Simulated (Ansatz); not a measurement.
Results of r²SCAN (Ansatz, a quantum-chemistry and plane-wave program, plane waves, PAW) for fcc Ca.

Settings: plane-wave cutoff 500 eV, 22×22×22 k mesh, Fermi–Dirac smearing 0.1 eV, scalar-relativistic PAW data made under PBE.

Computed at the level's own relaxed cell.

Task: Give the computed equilibrium volume per atom and equilibrium lattice constant a.

Result: 
equilibrium volume per atom: 43.15 Å³/atom
equilibrium lattice constant a: 5.568 Å

Measured, for comparison: equilibrium volume per atom 42.81 Å³/atom, lattice constant a 5.553 Å (low-temperature or extrapolated to 0 K; zero-point anharmonic expansion removed; as tabulated in Csonka et al. (2009), arXiv:0903.4037). Computed (rounded) less measured: equilibrium volume per atom +0.8 %, lattice constant a +0.3 %.
